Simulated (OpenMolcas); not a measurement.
## OpenMolcas input wanted

The species is C2H3F3 (8 atoms), meant as a triplet with charge 0. SMILES of the parent species: `FCC(F)F`. The coordinates come from a PBE0-D4/def2-TZVP relaxation. This is one conformer, not always the lowest. That shape belongs to the parent species and isn't relaxed for this state.

```xyz
8

F    -1.1428   -0.6810    1.1631
C    -0.1882    0.1951    0.7118
C     0.1729   -0.1524   -0.7113
F     0.8242   -1.3358   -0.7565
F     1.0117    0.8036   -1.1822
H     0.7017    0.1189    1.3425
H    -0.5885    1.2115    0.7473
H    -0.6988   -0.2170   -1.3705
```

Settings wanted:

| Setting | Value |
| --- | --- |
| method | ROMP2 |
| reference | ROHF |
| integral approximation | none |
| symmetry | none |
| basis set | def2-SVP |
| task | energy |
| frozen core orbitals | 5 |
| nucleus | point |
| SCF convergence threshold | 1e-10 |

Problem. Give an OpenMolcas 26.06 job that does this.

Solution. One that was run (others would do as well):

test.input:
```
&gateway
baslib
$CurrDir
coord
8
bohr
F     -2.15957902    -1.28690349     2.19794046
C     -0.35564646     0.36868557     1.34510706
C      0.32673365    -0.28799426    -1.34416219
F      1.55751227    -2.52429616    -1.42957781
F      1.91183592     1.51858391    -2.23403422
H      1.32602082     0.22468844     2.53695732
H     -1.11210382     2.28940320     1.41219233
H     -1.32054062    -0.41007057    -2.58986965
basis
def2-SVP
group
NoSym
&seward
&scf
uhf
spin
3
thresholds
1e-10 1e-07 1e-07 1e-05
prorbitals
1 2
&rasscf
fileorb
$Project.UnaOrb
spin
3
nactel
2 0 0
inactive
20
ras2
2
outorbitals
Canonical
orblisting
Few
&caspt2
ipea
0.0
frozen
5
```

```bash
$ export MOLCAS_MEM=1860
$ pymolcas test.input > test.log
```

(Basis files named in the input come from the Basis Set Exchange and aren't shown.)

Calculated total energy: -375.91874 Eh.
